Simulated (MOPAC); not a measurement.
MOPAC input (PM7):

```
PM7 FORCE THERMO(298,298) PRECISE LET CHARGE=-1 GEO-OK AUX(PRECISION=9) THREADS=1
C2H5O

C    -0.01200666 1    1.20060877 1   -0.24014982 1
O     0.00300120 1    0.11028241 1    0.52171368 1
C     0.00863849 1   -1.18443158 1   -0.18807418 1
H     0.89377832 1    1.56701302 1   -0.61675745 1
H    -0.92945380 1    1.55153719 1   -0.60301504 1
H     0.02084294 1   -1.91606646 1    0.60699328 1
H    -0.88721982 1   -1.25566467 1   -0.79089531 1
H     0.89637909 1   -1.24052056 1   -0.80433500 1
```

### Question
Which zero-point energy does it print?

### Answer
37.12 kcal/mol, from the harmonic wavenumbers of PM7.
